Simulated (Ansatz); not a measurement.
# N2H2+ (doublet): the correlation ladder, def2-QZVPP

The task here is to estimate one member of a computed series from the others.

Method: def2-QZVPP, core rule «outside noble gas», up to 2 orbitals frozen; program: Ansatz 0.2.0, Gaussian basis.

Plan: UHF; ROHF; CCSD(T) on UHF.

2 further runs of the same task are left out: 2 set aside as unsound or not needed.

### The geometry

The geometry is a PBE0/def2-TZVP stationary point (not a proven minimum) of the parent state, kept for this charge and spin.

4 atoms, charge 1, spin multiplicity 2.

Atoms are counted from 1 here; the program's logs count them from 0.

Bond lengths: N1–N2 1.230 Å, N1–H3 1.033 Å, N2–H4 1.033 Å. Angles: N2–N1–H3 106.9°, N1–N2–H4 106.9°.

Set-up of the first run:

File in.yaml:

```yaml
crystal:
  periodic: [false, false, false]
  atoms:
    - {symbol: N, position_ang: [0.000000, -0.189138, 0.585327]}
    - {symbol: N, position_ang: [0.000000, 0.189138, -0.585327]}
    - {symbol: H, position_ang: [0.000000, 0.659783, 1.174555]}
    - {symbol: H, position_ang: [0.000000, -0.659783, -1.174555]}
basis:
  gaussian: {orbitals: "def2-QZVPP.json"}
total_charge: 1
magnetization: {spin_polarized: true, initial_magnetization: 1}
hamiltonian: {xc: hf}
output: {orbitals: {seedname: orbitals}}
```

The run is started by

```sh
$ ansatz run in.yaml --threads 1 --pin off --events-out ev --progress --plain --max-ram 2393MiB
```

Among the steps run: UHF; ROHF; CCSD(T) on UHF.

One table of the session follows, with a row left open; its other results are not shown here.

| method | from UCCSD(T) (kcal/mol) |
| --- | --- |
| ROHF | +283.16 |
| UHF | +273.80 |
| UMP2 | +36.75 |
| UCCSD | ? |
| UCCSD(T) | 0 |

Estimate the missing values for UCCSD.

**Answer.** from UCCSD(T) (kcal/mol): +13.77. In the column «from UCCSD(T) (kcal/mol)» it lies between UCCSD(T) (0) and UMP2 (+36.75).
